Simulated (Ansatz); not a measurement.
# AlH6N: the cost of one run

Method: RKS revPBE-D4/def2-SVP, in Ansatz 0.2.0.

## (1) The system as given

Bond lengths: Al1–N2 2.270 Å, N2–H3 1.060 Å, N2–H4 1.060 Å, Al1–H5 1.560 Å, Al1–H6 1.560 Å. Angles: Al1–N2–H3 120.0°, Al1–N2–H4 120.0°, H3–N2–H4 120.0°, N2–Al1–H5 120.0°, N2–Al1–H6 120.0°, H5–Al1–H6 120.0°.

As a file:

```xyz
8

Al    0.0000    0.0000    0.0000
N     0.0000    0.0000    2.2700
H    -0.8770   -0.2713    2.8000
H     0.8770    0.2713    2.8000
H     1.3510    0.0000   -0.7800
H    -1.3510    0.0000   -0.7800
H    -0.2326    1.7497    0.5865
H    -0.1826    1.3735    1.5699
```

## (2) A restrained relaxation towards end A

Springs on the bonds that form and break draw the guess towards this end; the thresholds are loose.

File input.yaml:

```yaml
crystal:
  periodic: [false, false, false]
  atoms:
    - { symbol: Al, position_ang: [0.0, 0.0, 0.0] }
    - { symbol: "N", position_ang: [0.0, 0.0, 2.27] }
    - { symbol: H, position_ang: [-0.877, -0.2713, 2.8] }
    - { symbol: H, position_ang: [0.877, 0.2713, 2.8] }
    - { symbol: H, position_ang: [1.351, 0.0, -0.78] }
    - { symbol: H, position_ang: [-1.351, 0.0, -0.78] }
    - { symbol: H, position_ang: [-0.2326, 1.7497, 0.5865] }
    - { symbol: H, position_ang: [-0.1826, 1.3735, 1.5699] }
basis:
  gaussian: { orbitals: def2-SVP }
hamiltonian:
  xc: revpbe
  dispersion: d4
relax:
  f_tol: 0.15
  max_steps: 25
  restrain:
    - { distance: [0, 6], at: 2.76, k: 30.0 }
    - { distance: [7, 1], at: 2.26, k: 30.0 }
    - { distance: [0, 1], at: 1.92, k: 30.0 }
    - { distance: [7, 6], at: 0.66, k: 30.0 }
```

Command:

```bash
> ansatz run input.yaml --threads 1 --pin off --max-ram 2048MiB --backend cpu --events-out ev --progress --plain --runs-dir out
```

Q: Estimate wall time and peak memory on 1 thread of Arm Neoverse V1, shared host.

About 14 s, with a peak of 0.1 GiB.
